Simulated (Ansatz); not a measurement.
# F2O2S: the cost of one run

Computed with Ansatz 0.2.0 (the levels named in each step, unless a step's input says otherwise).

### Step 1. The structure to begin with

Bond lengths: O1–S2 1.400 Å, S2–O3 1.400 Å, S2–F4 1.598 Å, S2–F5 1.598 Å. Angles: O1–S2–O3 124.9°, O1–S2–F4 108.5°, O1–S2–F5 108.6°, O3–S2–F4 108.5°, O3–S2–F5 108.5°, F4–S2–F5 93.2°.

As a file:

```xyz
5

O    -0.2473   -1.1270   -0.9686
S    -0.0745   -0.1846    0.0524
O    -0.3701   -0.4037    1.4035
F    -0.7582    1.1869   -0.4017
F     1.4039    0.4138   -0.0530
```

### Step 2. A rough first relaxation, PBE-D4/def2-SVP

This run stands in another session on the same molecule. It ended at:

```xyz
5

O    -0.2450   -1.1421   -1.0151
S    -0.0722   -0.1789    0.0508
O    -0.3731   -0.3900    1.4503
F    -0.7823    1.1931   -0.4046
F     1.4262    0.4033   -0.0489
```

### Step 3. Relaxation, r2SCAN-D4/def2-TZVPP

File input.yaml:

```yaml
crystal:
  periodic: [false, false, false]
  atoms:
    - { symbol: O, position_ang: [-0.24495717, -1.14207217, -1.01513496] }
    - { symbol: S, position_ang: [-0.07217592, -0.1789292, 0.05081129] }
    - { symbol: O, position_ang: [-0.37307302, -0.39004718, 1.45032161] }
    - { symbol: F, position_ang: [-0.78227607, 1.19309337, -0.40458705] }
    - { symbol: F, position_ang: [1.42622218, 0.40325518, -0.04890089] }
basis:
  gaussian: { orbitals: def2-TZVPP }
hamiltonian:
  xc: r2scan
  dispersion: d4
relax:
  f_tol: 0.002
  max_steps: 150
```

Launch:

```
$ ansatz run input.yaml --threads 4 --pin off --max-ram 10240MiB --backend cpu --events-out ev --progress --plain --runs-dir out
```

What time and memory should one allow on 4 threads of Intel Xeon at 2.70GHz, shared host?

About 16 s, with a peak of 0.33 GiB.
